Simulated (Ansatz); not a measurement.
The input, for Ansatz 0.2.0:

```yaml
crystal:
  periodic: [false, false, false]
  atoms:
    - {symbol: Al, position_ang: [0.000000, -0.483815, 0.000000]}
    - {symbol: F, position_ang: [0.000000, 0.343557, -1.423547]}
    - {symbol: F, position_ang: [0.000000, 0.343557, 1.423547]}
basis:
  gaussian: {orbitals: cc-pVDZ}
total_charge: 1
magnetization: {spin_polarized: true, initial_magnetization: 2}
hamiltonian: {xc: {name: PBE}}
correlation: {method: bccd_t, electrons: valence}
accuracy: high
output: {forces: true}
```

```sh
$ ansatz run in.yaml --threads 1 --pin off --events-out ev --progress --plain --max-ram 2393MiB
```

(1) Roughly how long does this take on 1 thread of Arm Neoverse V1, shared host, and how much host memory?

```
890 factors; integrals over basis functions are off by at most 3.2e-9 eV
mean field evaluation 1: about -12000.9476 eV, gradient 5.5e1 eV
mean field evaluation 2: about -12000.9413 eV, gradient 5.5e1 eV
mean field evaluation 4: about -12010.5908 eV, gradient 3.9e0 eV
mean field evaluation 8: about -12010.6962 eV, gradient 2.0e-2 eV
mean field evaluation 16: about -12010.6912 eV, gradient 1.1e-5 eV
mean field evaluation 32: about -12010.5243 eV, gradient 1.6e-4 eV
mean field evaluation 64: about -12010.2513 eV, gradient 5.4e-1 eV
mean field evaluation 96: about -12010.4364 eV, gradient 4.6e0 eV
mean field evaluation 128: about -12010.5243 eV, gradient 1.7e-4 eV
mean field evaluation 160: about -11985.6800 eV, gradient 1.4e1 eV
mean field -12010.69117972 eV, -441.3847597159 hartree, gradient 4.9e-10 eV, S^2 2.002527; 15 other end points of the search recorded, 0 dependent functions left out
7 core orbitals not correlated: weight in the atoms' cores, before any rotation towards them, 1.000 or more for the frozen orbitals, at most 0.000 for the correlated occupied ones
reference -11982.20132642 eV, -440.3377769182 hartree; 9, 7 occupied and 30, 32 virtual orbitals, 890 factors
second order -12.44614763 eV of doubles, -0.62644366 eV of singles
...
cycle  30  -12.31739034 eV  change    2.1e-7 eV  update   3.7e-8
cycle  31  -12.31739030 eV  change    4.5e-8 eV  update   2.3e-8
cycle  32  -12.31739028 eV  change    1.7e-8 eV  update   1.7e-8
cycle  33  -12.31739027 eV  change    8.0e-9 eV  update   1.2e-8
cycle  34  -12.31739028 eV  change   -3.4e-9 eV  update   9.2e-9
cycle  35  -12.31739029 eV  change   -8.5e-9 eV  update   5.4e-9
cycle  36  -12.31739029 eV  change   -3.8e-9 eV  update   2.8e-9
cycle  37  -12.31739029 eV  change   -2.8e-9 eV  update   1.5e-9
cycle  38  -12.31739029 eV  change  -3.8e-11 eV  update  7.4e-10
cycle  39  -12.31739029 eV  change   8.2e-10 eV  update  4.0e-10
perturbative correction -0.35751962 eV, -0.0131386038 hartree
WARN: these amplitudes may be one of several solutions (largest doubles amplitude 0.10, level shift 19.81 eV)
the calculation of the forces begins
Total energy: -11994.87623634 eV, -440.8035712662 hartree
Atom 0 at     0.000000    -0.483815     0.000000 Å, force    -0.000000    -5.771709     0.000000 eV/Å
Atom 1 at     0.000000     0.343557    -1.423547 Å, force    -0.000000     2.885854    -3.198738 eV/Å
Atom 2 at     0.000000     0.343557     1.423547 Å, force     0.000000     2.885854     3.198738 eV/Å
Dipole moment:     0.000000    -0.343782    -0.000000 e Å
```

Forces (eV/Å):
```
Al   0.000 -5.772  0.000
F    0.000  2.886 -3.199
F    0.000  2.886  3.199
```

Answers

(1) 45 s wall and 0.33 GiB.
